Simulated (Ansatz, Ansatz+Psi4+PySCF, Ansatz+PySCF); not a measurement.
```xyz
4

C     0.0000    0.0000    0.0000
H     0.0000    0.0000   -1.0900
O     0.0000    1.1266    0.5990
O     0.0000   -1.0984    0.5840
```

Basis set: cc-pVTZ (spherical functions). Left uncorrelated: 3 orbitals. Correlation on ROHF uses semicanonical orbitals with singles. Charge 0, multiplicity 2.

Computed with Ansatz (development build ahead of 0.2.0); each method stands on the lowest determinant of its kind that the runs found.

Q: Give the atomization energy at this shape (free ground-state atoms in the same class of orbitals less the molecule, no zero-point energy) of doublet CHO₂ by ROHF-MP2, UHF-MP2, UHF-CCSD(T), ROHF-CCSD(T), ROHF, UHF.

A:

```csv
method,atomization energy
ROHF-MP2,16.26 eV
UHF-MP2,15.47 eV
UHF-CCSD(T),15.42 eV
ROHF-CCSD(T),15.71 eV
ROHF,10.60 eV
UHF,10.31 eV
```

Caution for ROHF-MP2, UHF-MP2, UHF-CCSD(T): another reference gives a lower total. Caution for UHF-MP2, UHF-CCSD(T), UHF: the unrestricted determinant is spin contaminated.
